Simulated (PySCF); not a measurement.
Ethynylaluminium, C2HAl (singlet state).
Structure used (PBE0-D3(BJ)/def2-SVP), in Å, numbered top down from 1:
```xyz
4
C2HAl angstrom
C     -0.8138   -0.0399   -0.0601
C      0.3847    0.0272   -0.3121
Al     2.3160    0.1202   -0.7060
H     -1.8664   -0.0979    0.1608
```

Computed with core-valence-separated Tamm–Dancoff BHandHLYP/aug-pcX-1 (pcseg-1 on H, def2-SVPD on Al) in PySCF, non-relativistic, gas phase, PBE0-D3(BJ)/def2-SVP geometry. The energies are unshifted.

Problem. What does the C 1s absorption edge look like?

Solution. 
```csv
E (eV),f,core hole on,main final orbital,polarisation
282.18,0.0607,C2,"LUMO/LUMO+1 (2 roots, f summed)",across the axis
282.61,0.0979,C1,"LUMO/LUMO+1 (2 roots, f summed)",across the axis
284.14,0.0727,C2,"LUMO+5/LUMO+6 (2 roots, f summed)",across the axis
285.65,0.0020,C2,LUMO+2 (57 %),along the axis
285.93,0.0118,C1,LUMO+2 (58 %),along the axis
286.19,0.0037,C2,LUMO+4 (50 %),along the axis
286.44,0.0077,C1,"LUMO+5/LUMO+6 (2 roots, f summed)",across the axis
```

The first line with a tenth or more of the strongest one's intensity is at 282.18 eV (f = 0.061, sum of 2), with the hole on C2 (alkyne carbon), polarised across the axis: a 1s→π* resonance. The strongest listed is at 282.61 eV (f = 0.098, sum of 2; C1, 1s→π*).

Roots within 0.03 eV whose holes lie on the same, on equivalent or on shared atoms are summed into one line, and the highest roots are left out, as the search may have cut off their partners. Final orbitals are the ground state's empty Kohn–Sham orbitals.

Problem. What is the summed oscillator strength of the listed C K lines, and their intensity-weighted mean energy?

Solution. Σf = 0.257 over 7 lines from 282.18 to 286.44 eV; the weighted mean is 283.28 eV. The strongest line holds 38 % of the sum.

The list ends where the root search ended, not at a threshold.
